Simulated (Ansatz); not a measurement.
A nudged elastic band was laid between two geometries of BH$_{3}$O (5 atoms, charge 0, multiplicity 1).

These are results of RKS PBE-D4/def2-SVP (Ansatz), not measurements.

```json
{"movable images": "7", "climbing image": "yes", "spring": "5.0 eV/Å²", "optimiser": "quadratic models (default)", "start path": "through a guess of the saddle point", "force threshold": "0.05 eV/Å", "iteration limit": "60", "end points": "relaxed"}
```

Initial state:

```xyz
5
Properties=species:S:1:pos:R:3
B 0.367 -0.016 0.075
O 0.583 -0.115 1.410
H -0.245 -0.208 1.916
H 1.358 0.103 -0.620
H -0.766 -0.045 -0.384
```

Final state:

```xyz
5
Properties=species:S:1:pos:R:3
B -0.039 0.017 -0.600
O 0.638 -0.060 0.788
H 0.327 -0.161 1.760
H 1.609 0.004 0.723
H -1.238 -0.083 -0.275
```

Question: Which bonds break or form, and what moves?

Answer: Bonds broken: B1–H4. Bonds formed: O2–H4.

Question: Give the energies along the band, and the barrier.

Answer: It converged. The highest image is number 6 of 0 to 8, 4.96 eV above the first end and 0.18 eV above the last; the last end lies 4.78 eV above the first. Neighbouring images differ by up to 1.5 eV, so the band resolves the path poorly. A vibrational analysis at the climbing image gives one clearly imaginary mode, 1049i cm⁻¹: a first-order saddle point. The orbitals stay closed-shell, which can raise the energy where a bond breaks towards radicals; this wasn't checked here.

| image | path coordinate (Å) | energy (eV) | B1–H4 (Å) | O2–H4 (Å) |
| --- | --- | --- | --- | --- |
| 0 | 0.00 | 0.00 | 1.22 | 2.18 |
| 1 | 0.27 | 0.17 | 1.21 | 2.05 |
| 2 | 0.54 | 0.73 | 1.22 | 1.89 |
| 3 | 0.81 | 1.79 | 1.24 | 1.69 |
| 4 | 1.08 | 3.26 | 1.31 | 1.47 |
| 5 | 1.35 | 4.55 | 1.46 | 1.24 |
| 6 | 1.61 | 4.96 | 1.67 | 1.05 |
| 7 | 1.89 | 4.85 | 1.94 | 0.98 |
| 8 | 2.17 | 4.78 | 2.11 | 0.98 |

Question: What is the geometry of the highest image?

Answer: 
```xyz
5
Properties=species:S:1:pos:R:3
B 0.073 0.083 -0.462
O 0.621 0.164 0.986
H 0.281 -0.293 1.824
H 1.469 -0.118 0.438
H -1.147 -0.117 -0.390
```

Time of the run: 44 s on 1 thread of Arm Neoverse V2, with other jobs on the host, peak memory 0.082 GiB.
